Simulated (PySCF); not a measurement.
**Electronic absorption of H5PSi**

H₅PSi.
SMILES: `[SiH3]P`

Method: TDDFT wB97X-D/def2-SVPD, vertical, gas phase, core orbitals frozen in the response (PySCF 2.14.0, density-fitted response routines). Geometry: GFN2-xTB; no solvent, vibrations or thermal averaging.

| state | E (eV) | λ (nm) | ν̃ (cm⁻¹) | f | symmetry | main configurations (H = HOMO, L = LUMO) |
| --- | --- | --- | --- | --- | --- | --- |
| S1 | 6.72 | 184.4 | 54240 | 0.014 | A″ | H→L+2 (92%) |
| S2 | 6.84 | 181.3 | 55170 | 0.070 | A′ | H→L+1 (68%), H→L (26%) |
| S3 | 7.13 | 174.0 | 57480 | 0.231 | A′ | H→L (60%), H→L+1 (24%) |
| S4 | 7.62 | 162.7 | 61460 | 0.036 | A′ | H→L+3 (89%) |
| S5 | 7.68 | 161.4 | 61960 | 0.011 | A″ | H→L+4 (90%) |
| S6 | 8.51 | 145.7 | 68650 | 0.069 | A′ | H-1→L (51%), H→L+5 (26%) |
| S7 | 8.59 | 144.4 | 69270 | 0.086 | A′ | H-1→L+1 (78%), H-1→L (15%) |
| S8 | 8.76 | 141.6 | 70630 | 0.031 | A″ | H-1→L+2 (64%), H-2→L+1 (21%) |

Triplets (Tamm–Dancoff): T1 5.95 eV, H→L+2 (55%), H→L (23%); T2 5.95 eV, H→L+2 (38%), H→L (33%), H→L+5 (10%); T3 6.61 eV, H→L+1 (79%), H→L (14%).

The lowest singlet comes at 184 nm (649 kJ/mol) in the vacuum ultraviolet; it is weak; its leading configuration is HOMO→LUMO+2 (92%). The most intense listed level is S3 at 7.13 eV (174 nm, f = 0.231), 0.40 eV above S1. Löwdin shares by element: HOMO phosphorus 66%, silicon 14%, hydrogen 14% or more; LUMO silicon 49%, phosphorus 20%, hydrogen 15% or more (atoms not listed hold the other 16%). Orbital energies (eV): HOMO-3 -12.31, HOMO-2 -11.79, HOMO-1 -11.11, HOMO -9.32, LUMO 1.81, LUMO+1 2.00, LUMO+2 2.41. The listed states span 2.03 eV, and the widest gap between neighbours is 0.83 eV (S5 to S6). The oscillator strengths of these states sum to 0.547; summed over the whole spectrum of an exact calculation they would give the number of electrons, 34 (Thomas–Reiche–Kuhn). Symmetry labels in Cs follow from the direction of the transition dipole and are given only for states with f of 0.002 or more. Only the lowest 8 singlets were computed, as vertical energies without vibronic structure.

Hardware: Arm Neoverse V1, one thread (shared host). Cost: 3.5 s wall.
